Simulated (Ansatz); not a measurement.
This Ansatz (a quantum-chemistry and plane-wave program) input (B2PLYP/3-21G) gives -397.22338 Eh with 17 basis functions. A basis named .json is the Basis Set Exchange file of that set (core-valence sets with the plain set on hydrogen).

Ansatz 0.2 input:
```yaml
crystal:
  periodic: [false, false, false]
  atoms:
    - {symbol: S, position_ang: [0.00184013, 0.00030176, 0.10309296]}
    - {symbol: H, position_ang: [-0.00752722, 0.96781232, -0.82771199]}
    - {symbol: H, position_ang: [-0.02191490, -0.97264043, -0.82177540]}
basis:
  gaussian:
    orbitals: 3-21G.json
hamiltonian:
  xc: {name: B2PLYP}
magnetization: {spin_polarized: false}
correlation: {electrons: outside_noble_gas}
```

Change:
```diff
- orbitals: 3-21G.json
+ orbitals: jun-cc-pV_T+d_Z.json
```

Task: What does the run give now?

Result: -399.28293 Eh (B2PLYP/jun-cc-pV(T+d)Z, 76 functions), a change of -2059.55 mEh.
